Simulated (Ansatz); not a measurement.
Basis-set extrapolation for C2H6OS2, SMILES `CSC(O)S` (PBE0-D4/def2-TZVP geometry, frozen core, the Gaussian-basis code of Ansatz). Multiplicity 1, RHF reference.

```tsv
	def2-TZVPP	def2-QZVPP
HF	-949.220959	-949.250955
MP2 correlation	-0.945084	-1.019311
CCSD(T) correlation	-1.039257	not run
```

Energies in hartree. Use E(X) = E(∞) + A·exp(−7.88·√X) for Hartree–Fock and E(X) = E(∞) + B·X^(−2.97) for correlation, with X = 3 and 4, and add CCSD(T) minus MP2 of the smaller set to the MP2 limit.

Problem. What is the CCSD(T) energy at the basis-set limit?

Solution. HF limit: -949.250955 + (-0.029996) × 0.13774 = -949.25509. MP2 limit: -1.019311 + (-0.074227) × 0.74074 = -1.07429. Higher-order term: -1.039257 − (-0.945084) = -0.09417. Total: -950.42355 hartree, 428.8 kJ/mol below CCSD(T)/def2-TZVPP.
